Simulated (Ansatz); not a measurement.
CH$_{3}$FO (`OCF`), relaxed with RKS PBE-D4/def2-SVP in Ansatz from a rough embedded geometry. The force threshold is 0.03 eV/Å; the program also tests the step.

Charge 0, multiplicity 1.

Start:

```xyz
6

O     0.912    0.271   -0.583
C    -0.322   -0.155   -0.096
F    -0.357    0.158    1.237
H     1.285    0.609    0.278
H    -0.388   -1.249   -0.233
H    -1.130    0.366   -0.604
```

| step | energy (eV) | largest force (eV/Å) | largest move (Å) |
| --- | --- | --- | --- |
| 1 | -5838.6194 | 1.047 | 0.000 |
| 2 | -5838.7017 | 0.561 | 0.056 |
| 3 | -5838.7248 | 0.254 | 0.054 |
| 4 | -5838.7358 | 0.359 | 0.065 |
| 5 | -5838.7590 | 0.570 | 0.072 |
| 6 | -5838.8451 | 0.322 | 0.181 |
| 7 (rejected) | -5838.6505 | 3.510 | 0.191 |
| 8 | -5838.8771 | 0.209 | 0.094 |
| 9 | -5838.8802 | 0.262 | 0.079 |
| 10 | -5838.8903 | 0.165 | 0.052 |
| 11 | -5838.8907 | 0.048 | 0.009 |
| 12 | -5838.8908 | 0.017 | 0.004 |

End:

```xyz
6

O     0.789    0.616   -0.442
C    -0.327   -0.085   -0.043
F    -0.650    0.163    1.286
H     1.565    0.237    0.015
H    -0.205   -1.193   -0.138
H    -1.171    0.262   -0.678
```

Run time 8 s (2 threads of a server CPU on a shared host); peak host memory 0.14 GiB.
